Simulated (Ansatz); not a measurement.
# CH4Si: the cost of one run

Method: the settings change from run to run; program: Ansatz 0.2.0, Gaussian basis.

23 further runs of the same task are left out: 10 that didn't finish, 13 set aside as unsound or not needed.

## (1) The system

The geometry is a PBE0/def2-TZVP stationary point (not a proven minimum) with its atoms shifted at random (size 0.040 Å).

6 atoms, charge 0, spin multiplicity 3.

Atoms are counted from 1 here; the program's logs count them from 0.

Bond lengths: Si1–C2 1.820 Å, Si1–H3 1.517 Å, Si1–H4 1.443 Å, Si1–H5 1.545 Å, C2–H6 1.104 Å. Angles: C2–Si1–H3 108.7°, C2–Si1–H4 109.4°, C2–Si1–H5 106.1°, H3–Si1–H4 110.2°, H3–Si1–H5 111.7°, H4–Si1–H5 110.6°, Si1–C2–H6 158.9°.

## (2) CCSD(T) on UHF/cc-pVDZ

in.yaml reads:

```yaml
crystal:
  periodic: [false, false, false]
  atoms:
    - {symbol: Si, position_ang: [0.003444, 0.019805, 0.528151]}
    - {symbol: C, position_ang: [0.002611, -0.079712, -1.288659]}
    - {symbol: H, position_ang: [0.050576, 1.479919, 0.935719]}
    - {symbol: H, position_ang: [1.154956, -0.679073, 1.046954]}
    - {symbol: H, position_ang: [-1.301745, -0.662892, 0.995465]}
    - {symbol: H, position_ang: [-0.030876, 0.260045, -2.338917]}
basis:
  gaussian: {orbitals: cc-pVDZ}
magnetization: {spin_polarized: true, initial_magnetization: 2}
correlation: {method: ccsd_t, electrons: outside_noble_gas}
accuracy: high
output: {forces: true}
```

The run is started by

```
> ansatz run in.yaml --threads 1 --pin off --events-out ev --progress --plain --max-ram 2393MiB
```

Q: Estimate wall time and peak memory on 1 thread of Arm Neoverse V1, shared host.

About 17 s, with a peak of 0.34 GiB.
